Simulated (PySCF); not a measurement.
## Working out the ionisation energy of F

F [He] 2s2 2p5 (2P) → F⁺ [He] 2s2 2p4 (3P). Computed with PySCF 2.14 in cc-pVTZ (4s3p2d1f, 30 functions), with the non-relativistic Hamiltonian (point nucleus). Frozen: 1s2. Energies in hartree (1 hartree = 27.21139 eV):

```tsv
part	F (lower)	F⁺ (upper)
UHF	-99.405525	-98.830256
CCSD correlation	-0.211246	-0.158493
(T)	-0.003590	-0.002046
```

Question: What does Hartree-Fock give?

Answer: (-98.830256) − (-99.405525) = 0.575269 hartree = 15.654 eV.

Question: What do CCSD and CCSD(T) give?

Answer: The CCSD correlation energies differ by 0.052753 hartree = 1.435 eV and the triples by 0.001544 hartree = 0.042 eV, so CCSD gives 17.089 eV and CCSD(T) 17.131 eV.

Measured between the centres of the two terms (NIST): 17.427 eV, so CCSD(T) (valence) is off by -0.296 eV.

What remains against the reference includes basis incompleteness, the frozen core and higher excitations.
